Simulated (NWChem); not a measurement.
## Polarisability of fluorine (F2)

```
F
F 1 1.3765
```
Charge 0, spin multiplicity 1.

Program: NWChem. All single points use one geometry, from PBE0/def2-SVP, a minimum by its harmonic frequencies.

Basis set: Sadlej pVTZ. The field's frequency is 0.0428 Ha (1065 nm).

The correlated methods keep 2 core orbitals frozen. B3LYP has NWChem's definition, with VWN1-RPA local correlation. Coupled-cluster values serve here as a point of comparison, not as the truth.

**Question.** For the isotropic polarisability, PBE gives 8.64 bohr³ and HF gives 8.23 bohr³. What do PBE0, B3LYP, CCSD linear response give?

**Answer.** PBE0: 8.33 bohr³; B3LYP: 8.44 bohr³; CCSD linear response: 8.37 bohr³.
